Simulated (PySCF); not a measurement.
## CO, singlet: the ladder up to full CI

Geometry: MP2(full)/6-31G*, from the G2/97 set.

```csv
atom,x (Å),y (Å),z (Å)
O,0.0000,0.0000,0.0000
C,0.0000,0.0000,1.1503
```

Basis STO-3G; PySCF 2.14.0. Only valence electrons are correlated (noble-gas cores frozen), which leaves 10 electrons in 8 orbitals. Prefix R: restricted or restricted open-shell reference.

Full CI is exact within this basis and frozen core; it isn't the basis-set limit.

```
T1 diagnostic (ROHF- or RHF-based CCSD)             : 0.0225
largest doubles amplitude (ROHF- or RHF-based CCSD) : 0.115
```

```csv
level,E − E(full CI) (mEh),share of correlation (%),wall time
RHF,143.33,0.00,–
RMP2,10.03,93.00,–
RCCSD,8.75,93.89,–
RCCSD(T),0.89,99.38,0.15 s
RCCSDT,-0.29,100.20,–
RCCSDT(Q),0.13,99.91,0.33 s
```

The correlation energy at full CI, counted from RHF, is -3.900 eV. Full CI, over all symmetries tried, took 0.06 s on 1 thread of Arm Neoverse V1, shared host; the state has 792 determinants.

Times are those of the correlated step on a shared host, with one SCF added for the restricted CCSD run; they ran on 1 thread of Arm Neoverse V1.

More than 5 meV below full CI, which no variational method can be: RCCSDT.

The full-CI state has the irrep A1 of C2v, in the program's axes (one component, if the state is degenerate).

Natural occupations of full CI about the gap: 1.998 1.983 1.967 1.940 1.940 0.075 0.075 0.022; effectively unpaired electrons, Σ n²(2−n)², 0.08.

Atomization energy (electronic, same basis, no zero-point term; atoms at the same level, unrestricted beside the R rows where the molecule is a closed shell; the atoms' step beyond CCSDT comes from their full CI) at full CI: 908.3 kJ/mol. Errors of other levels:

| level | error (kJ/mol) |
| --- | --- |
| RHF | -323.2 |
| RMP2 | 0.9 |
| RCCSD | -23.0 |
| RCCSD(T) | -2.3 |
| RCCSDT | 0.8 |
| RCCSDT(Q) | -0.3 |

This basis is far from its limit, so the value isn't to be set against a measured one.
